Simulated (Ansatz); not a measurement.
CH₇AlO (`C[OH+][AlH3-]`), 10 atoms. Charge 0, multiplicity 1. All runs use 2 threads of a server CPU on a shared host. Correlated methods freeze the cores.

Task: How many basis functions does each run have, and how long does it take in Ansatz? RHF-CCSD(T)/def2-SVP energy; RKS PBE0-D4/def2-TZVP relaxation (7 steps); RHF-MP2/def2-QZVPP energy; RKS PBE0-D4/def2-SVP energy; RKS SPW92/def2-TZVPP energy; RKS PBE0-D4/def2-TZVP frequencies; direct RPA on PBE orbitals/def2-TZVPP energy; RKS CAM-B3LYP-D4/def2-TZVPP energy; RKS B2PLYP (frozen core)/def2-TZVPP energy; RKS ωB97M-V/def2-SVP energy; RHF-CCSD(T)/def2-TZVPP energy; RKS PBE0-D4/def2-QZVPP energy. (Best estimate.)

Result: Computed: Other jobs shared the machine, so times are rough.

```csv
level,job,functions,wall time,peak host memory (GiB)
RKS PBE0-D4/def2-SVP,energy,81,1.6 s,0.15
RKS SPW92/def2-TZVPP,energy,202,1.9 s,0.21
RHF-CCSD(T)/def2-SVP,energy,81,3 s,0.25
RKS CAM-B3LYP-D4/def2-TZVPP,energy,202,5.5 s,0.47
RKS B2PLYP (frozen core)/def2-TZVPP,energy,202,7.5 s,0.4
RKS ωB97M-V/def2-SVP,energy,81,7.5 s,0.23
direct RPA on PBE orbitals/def2-TZVPP,energy,202,8 s,0.38
RKS PBE0-D4/def2-QZVPP,energy,394,12 s,0.98
RHF-MP2/def2-QZVPP,energy,394,29 s,1.8
RKS PBE0-D4/def2-TZVP,relaxation (7 steps),141,33 s,0.27
RHF-CCSD(T)/def2-TZVPP,energy,202,79 s,2.5
RKS PBE0-D4/def2-TZVP,frequencies,141,2.8 min,0.27
```
